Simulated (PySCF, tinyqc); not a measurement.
Worked calculation: CIS on RHF in the sto-3g basis, for LiH, spin multiplicity 1. The lowest restricted solution is unstable here: a spin-polarised one lies 0.0038 hartree lower (PySCF). One step of it, computed by the program tinyqc.

Task: CIS matrix, singlets. A(ia,jb) = (e_a - e_i) d_ij d_ab + 2 (ia|jb) - (ij|ab).

orbital energies (hartree): MO1 -2.367077, MO2 -0.235043, MO3 0.070563, MO4 0.160319, MO5 0.160319, MO6 0.386675

Two-electron integrals over orbitals (pq|rs), unique and non-zero (hartree):
```
(11|11) 1.659304    (21|11) -0.098203   (21|21) 0.010062    (22|11) 0.312033
(22|21) 0.002635    (22|22) 0.448879    (31|11) -0.141873   (31|21) 0.010623
(31|22) -0.011036   (31|31) 0.022035    (32|11) 0.029027    (32|21) -0.002548
(32|22) -0.060450   (32|31) -0.000243   (32|32) 0.022322    (33|11) 0.390627
(33|21) -0.008762   (33|22) 0.212818    (33|31) 0.000852    (33|32) 0.014943
(33|33) 0.327629    (41|41) 0.009806    (42|41) 0.007265    (42|42) 0.021136
(43|41) 0.010390    (43|42) 0.020427    (43|43) 0.041384    (44|11) 0.396342
(44|21) -0.003579   (44|22) 0.243598    (44|31) -0.005068   (44|32) 0.014293
(44|33) 0.279365    (44|44) 0.312946    (51|51) 0.009806    (52|51) 0.007265
(52|52) 0.021136    (53|51) 0.010390    (53|52) 0.020427    (53|53) 0.041384
(54|54) 0.016869    (55|11) 0.396342    (55|21) -0.003579   (55|22) 0.243598
(55|31) -0.005068   (55|32) 0.014293    (55|33) 0.279365    (55|44) 0.279207
(55|55) 0.312946    (61|11) 0.068475    (61|21) -0.009111   (61|22) -0.007352
(61|31) -0.004453   (61|32) 0.002769    (61|33) 0.011733    (61|44) 0.001594
(61|55) 0.001594    (61|61) 0.010772    (62|11) -0.080841   (62|21) 0.001434
(62|22) 0.107315    (62|31) 0.004227    (62|32) -0.045395   (62|33) -0.018453
(62|44) -0.037846   (62|55) -0.037846   (62|61) 0.001027    (62|62) 0.130980
(63|11) 0.023981    (63|21) -0.002222   (63|22) -0.058657   (63|31) 0.003966
(63|32) 0.018295    (63|33) 0.036784    (63|44) 0.008507    (63|55) 0.008507
(63|61) 0.004500    (63|62) -0.039993   (63|63) 0.031874    (64|41) -0.005796
(64|42) -0.018321   (64|43) -0.011791   (64|64) 0.019129    (65|51) -0.005796
(65|52) -0.018321   (65|53) -0.011791   (65|65) 0.019129    (66|11) 0.351421
(66|21) 0.000728    (66|22) 0.420386    (66|31) -0.010637   (66|32) -0.049549
(66|33) 0.238720    (66|44) 0.257775    (66|55) 0.257775    (66|61) -0.005162
(66|62) 0.096012    (66|63) -0.046697   (66|66) 0.415688
```

Give: CIS matrix A, singlet.

Result:

CIS matrix A, singlet (hartree):
```
         1>3     1>4     1>5      1>6      2>3     2>4     2>5      2>6
1>3   2.0911  0.0000  0.0000  -0.0329   0.0083  0.0000  0.0000   0.0107
1>4   0.0000  2.1507  0.0000   0.0000   0.0000  0.0181  0.0000   0.0000
1>5   0.0000  0.0000  2.1507   0.0000   0.0000  0.0000  0.0181   0.0000
1>6  -0.0329  0.0000  0.0000   2.4239   0.0078  0.0000  0.0000   0.0013
2>3   0.0083  0.0000  0.0000   0.0078   0.1374  0.0000  0.0000  -0.0321
2>4   0.0000  0.0181  0.0000   0.0000   0.0000  0.1940  0.0000   0.0000
2>5   0.0000  0.0000  0.0181   0.0000   0.0000  0.0000  0.1940   0.0000
2>6   0.0107  0.0000  0.0000   0.0013  -0.0321  0.0000  0.0000   0.4633
```
